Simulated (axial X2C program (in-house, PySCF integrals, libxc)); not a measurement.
## Excited states of LiS⁻ by EOM-EE-CCSD

Computed with an axial X2C code built on PySCF integrals: two-component X2C with atomic mean-field Coulomb and Gaunt terms, Gaussian nuclei, basis S dyall-av3z, Li dyall-acv3z with contracted cores.

R = 2.056 Å (near the PBE0 minimum at charge -1 of the determinant lowest at the starting distance; the state shown can have its own minimum elsewhere).

Vertical excitation energies from the closed-shell determinant state of LiS⁻:

```tsv
Ω	excitation (eV)	cm⁻¹	hole of the leading pair	particle of the leading pair	weight of the pair (for Ω = 0 its time-reversed partner can hold as much again)	singles weight
2	0.836	6745	80% S pπ, 14% Li pπ, 7% Li dπ	65% Li sσ, 27% Li pσ	0.91	0.91
1	0.850	6858	80% S pπ, 14% Li pπ, 7% Li dπ	64% Li sσ, 28% Li pσ	0.73	0.91
0⁻	0.878	7080	80% S pπ, 13% Li pπ, 7% Li dπ	65% Li sσ, 27% Li pσ	0.46	0.91
0⁺	0.879	7089	80% S pπ, 13% Li pπ, 7% Li dπ	65% Li sσ, 27% Li pσ	0.46	0.91
1	0.918	7407	80% S pπ, 13% Li pπ, 7% Li dπ	63% Li sσ, 29% Li pσ	0.73	0.91
1	1.347	10862	83% S pσ, 8% Li sσ, 6% Li pσ	63% Li sσ, 27% Li pσ	0.84	0.92
0⁻	1.347	10863	83% S pσ, 8% Li sσ, 6% Li pσ	63% Li sσ, 27% Li pσ	0.42	0.92
1	1.499	12094	80% S pπ, 14% Li pπ, 7% Li dπ	99% Li pπ	0.81	0.91
2	1.503	12120	80% S pπ, 14% Li pπ, 7% Li dπ	99% Li pπ	0.91	0.91
0⁻	1.504	12132	80% S pπ, 14% Li pπ, 7% Li dπ	99% Li pπ	0.39	0.91
3	1.506	12144	80% S pπ, 14% Li pπ, 7% Li dπ	99% Li pπ	0.91	0.91
0⁺	1.510	12175	80% S pπ, 14% Li pπ, 7% Li dπ	99% Li pπ	0.30	0.91
2	1.532	12354	80% S pπ, 14% Li pπ, 7% Li dπ	86% Li pσ, 13% Li sσ	0.91	0.91
```

This point took 22 s on 1 thread of Intel(R) Xeon(R) 6975P-C (Granite Rapids), with other jobs on the host.

Reference electrons by ω block (each with its −ω partner): 1/2: 8, 3/2: 2. 8 electrons of LiS⁻ correlated (inner shells frozen), 88 natural virtual spinors (a truncated set); levels can be off by some tenths of an eV. Roots sought by Ω: (0: 5, 1: 4, 2: 3, 3: 1); the list ends where they run out and leaves out roots under 60 % singles weight. The solver can skip a root, and states that need a further excitation, which the method places far too high, are missing though they may lie low or lowest. T1 of the reference 0.028 (Lee–Taylor). The highest Hartree–Fock level of the anion lies at -1.60 eV; relaxation, partly offset by correlation, puts the detachment threshold some tenths of an eV to over one eV lower in magnitude, and states above it are held by the basis set and are not bound. Number of frozen shells: S 2 s, 1 p; Li 1 s. Large amplitudes in the reference (orbital relaxation or multireference character) lower the reliability.
